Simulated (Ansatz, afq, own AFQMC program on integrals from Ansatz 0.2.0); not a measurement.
Two steps: Ansatz 0.2.0 writes the Fock matrix and Cholesky factors of the valence space, and afq projects on them the lowest state that overlaps trial and start.

```yaml
crystal:
  periodic: [false, false, false]
  atoms:
    - {symbol: C, position_ang: [0.000000, 0.000000, 0.083488]}
    - {symbol: H, position_ang: [0.000000, 0.000000, -1.260512]}
    - {symbol: H, position_ang: [0.000000, 0.000000, 1.177025]}
basis:
  gaussian: {orbitals: cc-pVDZ}
total_charge: 1
magnetization: {spin_polarized: true, initial_magnetization: 1}
correlation: {method: ccsd_t, electrons: outside_noble_gas, hamiltonian_folder: ham}
```

```sh
$ ansatz run in.yaml --threads 1 --pin off --events-out ev --progress --plain --max-ram 24576MiB --backend cuda --devices 0, --max-vram 18GiB
```

Options of the walk:

```
--method phaseless --trial cisd --walkers 4000 --populations 20 --least-time 60 --time-step 0.005 --steps-per-block 50 --equilibration-blocks 28 --max-blocks 4000 --target-error 0.00014 --factor-cut 1e-05 --start spin_pure --seed 4315 --release-times 0.24,0.51,0.99,1.62,2.4 --release-step 0.03 --release-every 3 --taylor-order 6
```

Times are imaginary, in 1/Eh. The walk had a cap of 122 s. With eight or more populations the least sampling time is a fifth of least-time, and the error comes from their spread.

Log:

```
orbitals 23  electrons 3 2  factors 158 of 221
reference energy -38.53658683 Eh
CCSD correlation -0.10200244 Eh in 11 cycles, weight of the determinant in the CISD state 0.9466
energy of the start -38.638400 Eh
 block  time / (1/Eh)  mean weight  energy / Eh
     1     0.250  0.9999  -38.638291
     2     0.500  1.0002  -38.638772
     3     0.750  0.9999  -38.639265
     4     1.000  1.0000  -38.639557
     5     1.250  0.9999  -38.639835
    12     3.000  1.0000  -38.640321
    19     4.750  1.0001  -38.640708
    20     5.000  0.9999  -38.640935
    26     6.500  1.0000  -38.640554
    33     8.250  1.0002  -38.640633
    40    10.000  0.9999  -38.640658
    47    11.750  1.0002  -38.640377
    54    13.500  1.0003  -38.640678
    61    15.250  1.0001  -38.640495
    68    17.000  0.9998  -38.640531
    75    18.750  1.0000  -38.640634
    77    19.250  0.9998  -38.640275
    78    19.500  1.0000  -38.640337
error from the spread of 20 populations
released: time / (1/Eh)  energy / Eh  error  mean overlap
  0.24  -38.640637  0.000030  1.0007
  0.51  -38.640628  0.000021  1.0029
  0.99  -38.640661  0.000024  1.0034
  1.62  -38.640684  0.000017  0.9995
  2.40  -38.640638  0.000024  1.0024
energy -38.640576 +/- 0.000038 Eh
(rows thinned)
```

The run passed its tests (sampling time, drift between the halves within three errors, error under three times the target), which doesn't prove that it has relaxed.

Against this walk (error 1.0 meV) on the same determinant: CCSD(T) 11.7 meV higher, CCSDT(Q) 2.0 meV lower (within the noise), CCSDTQ 2.3 meV lower, full CI 2.4 meV lower. The error is statistical and leaves out the bias of the constraint. Released to 2.40 1/Eh the energy moves by -1.7 ± 1.2 meV (both errors), within twice the noise.

Cautions: constraint bias not in the error.

The walk took 30 s on 1 × NVIDIA H100 80GB HBM3 with 2 threads of AMD EPYC 7R13 Processor (Zen 3), on a shared host (the card was shared). The log's last line is the phaseless energy.

CCSDT and higher add their correlation energy to the determinant of the CCSD(T) run, since their own runs factorise the integrals more tightly (a shift of under 2 meV). A walk keeps the symmetry of its determinant, which the program's search chose and which needn't be the lowest solution, so a lower state of the same spin and another symmetry isn't excluded.
